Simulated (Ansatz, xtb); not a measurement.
## C2H7N: 4 structures ranked

4 gas-phase structures of C2H7N, found in a search over its isomers (lower ones may exist). Each was relaxed with GFN2-xTB:

A. `[CH2-][NH2+]C`, a singlet
B. `C[CH-][NH3+]`, a singlet
C. `CNC`, a singlet
D. `CCN`, a singlet

Question: Which do you expect lowest at r2SCAN-D4/def2-SVP, and how would the others follow?

Answer: Calculated order at r2SCAN-D4/def2-SVP: D (0.0), C (27.4), B (282.8), A (298.5) kJ/mol.

Energies above the lowest of each column, in kJ/mol; the last columns are at PBE-D3(BJ)/def2-SVP geometries and were run for some of them only (a dash: not run or not comparable):

```
structure  GFN2-xTB  HF/STO-3G  r2SCAN-D4/def2-SVP  PBE-D3(BJ)/def2-SVP  CCSD(T)/def2-TZVP
        D       3.1        0.0                 0.0                  0.0                0.0
        C       0.0        8.3                27.4                 24.6               31.7
        B     309.7      404.9               282.8                266.9              286.8
        A     314.6      430.4               298.5                    –                  –
```

CCSD(T)/def2-TZVP puts D lowest of those it was run on; GFN2-xTB picks C. Flexible structures stand in one conformer each, not always the lowest. Frequencies (PBE-D3(BJ)/def2-SVP) were run for B, C, D alone.

Over these structures GFN2-xTB departs from r2SCAN-D4/def2-SVP by 16.8 kJ/mol on average once a common shift is removed. A GFN2-xTB relaxation took about 0.05 s and the r2SCAN-D4/def2-SVP energy about 1.1 s on a shared host (Ansatz 0.2.0, xtb 6.7.1).
